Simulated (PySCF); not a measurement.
# Which basis set comes closest?

Molecule: `InChI=1S/C6H5F/c7-6-4-2-1-3-5-6/h1-5H`.

Molfile (atoms numbered from 1):
```
C6H5F
     RDKit          3D

 12 12  0  0  0  0  0  0  0  0999 V2000
   -2.2346   -1.2777   -0.1212 F   0  0  0  0  0  0  0  0  0  0  0  0
   -1.1170   -0.5513   -0.1294 C   0  0  0  0  0  0  0  0  0  0  0  0
    0.1125   -1.2000   -0.1540 C   0  0  0  0  0  0  0  0  0  0  0  0
    1.2767   -0.4334   -0.1623 C   0  0  0  0  0  0  0  0  0  0  0  0
    1.2071    0.9597   -0.1461 C   0  0  0  0  0  0  0  0  0  0  0  0
   -0.0379    1.5883   -0.1217 C   0  0  0  0  0  0  0  0  0  0  0  0
   -1.2113    0.8357   -0.1131 C   0  0  0  0  0  0  0  0  0  0  0  0
    0.1403   -2.2910   -0.1663 H   0  0  0  0  0  0  0  0  0  0  0  0
    2.2479   -0.9331   -0.1815 H   0  0  0  0  0  0  0  0  0  0  0  0
    2.1225    1.5551   -0.1525 H   0  0  0  0  0  0  0  0  0  0  0  0
   -0.1003    2.6789   -0.1090 H   0  0  0  0  0  0  0  0  0  0  0  0
   -2.1969    1.3042   -0.0941 H   0  0  0  0  0  0  0  0  0  0  0  0
  1  2  1  0
  2  3  2  0
  3  4  1  0
  4  5  2  0
  5  6  1  0
  6  7  2  0
  7  2  1  0
  3  8  1  0
  4  9  1  0
  5 10  1  0
  6 11  1  0
  7 12  1  0
M  END
```

Geometry PBE0-D3(BJ)/def2-SVP throughout; GIAO in PySCF 2.14.0 with density-fitted response routines, gas phase, one conformer, non-relativistic; equivalent atoms averaged; functional PBE0.

Reference values (estimated from measurements, as parent shift plus tabulated substituent increments; solution, not stated per compound (mostly CDCl3 or CCl4); Pretsch, Buehlmann, Badertscher, Structure Determination of Organic Compounds, 4th ed. (2009)): δ(C3/C7) = 115.5 ppm, δ(C4/C6) = 130.1 ppm, δ(C5) = 124.1 ppm, δ(H8/H12) = 7.03 ppm, δ(H9/H11) = 7.31 ppm, δ(H10) = 7.13 ppm. Computed shifts are taken against TMS, calculated as an isolated molecule at each level.

**Question.** How do the basis sets STO-3G, pcSseg-0, 6-31G, 6-31G*, cc-pVDZ, def2-SVP, pcSseg-1, aug-cc-pVDZ, 6-311+G(2d,p), def2-TZVP, cc-pVTZ, IGLO-III, pcSseg-2 perform against the reference? Times are CPU seconds on shared hosts with different chips, so compare them loosely.

**Answer.** 
```tsv
basis set	functions	C3/C7	C4/C6	C5	H8/H12	H9/H11	H10	mean abs. error C	mean abs. error H	core-s
STO-3G	40	103.4	112.0	106.3	6.75	7.02	6.76	16.0	0.31	3.3
pcSseg-0	73	127.8	140.7	133.6	7.00	7.43	7.16	10.8	0.06	4.3
6-31G	73	114.0	126.2	120.1	6.98	7.43	7.20	3.1	0.08	6.3
6-31G*	108	110.5	124.1	116.9	6.81	7.32	7.04	6.1	0.11	9.1
cc-pVDZ	123	115.5	129.8	122.5	6.90	7.29	7.06	0.6	0.07	11
def2-SVP	123	113.9	128.2	120.9	6.89	7.23	6.97	2.2	0.13	10
pcSseg-1	144	120.8	135.7	128.7	7.15	7.46	7.22	5.2	0.12	12
aug-cc-pVDZ	206	114.4	128.7	122.1	7.24	7.58	7.34	1.5	0.23	24
6-311+G(2d,p)	219	119.0	133.5	126.6	7.24	7.56	7.32	3.1	0.22	25
def2-TZVP	247	120.1	135.3	128.1	7.19	7.58	7.32	4.6	0.21	31
cc-pVTZ	280	119.3	134.5	127.3	7.15	7.53	7.29	3.8	0.17	37
IGLO-III	295	123.3	138.5	131.2	7.23	7.55	7.31	7.8	0.21	39
pcSseg-2	322	124.2	139.8	132.4	7.24	7.59	7.33	8.9	0.23	40
```

For ¹³C the closest is cc-pVDZ (0.6 ppm) and the furthest STO-3G (16.0 ppm).

For ¹H the closest is pcSseg-0 (0.06 ppm, with cc-pVDZ, 6-31G practically level) and the furthest STO-3G (0.31 ppm). Where a smaller basis beats a larger one, errors probably cancel; the largest sets show where the functional converges. One molecule is a small sample, and vibrational and solvent effects are absent from the calculation.

A small basis that lands close on one nucleus may do so by chance; judge by the trend and by all nuclei.
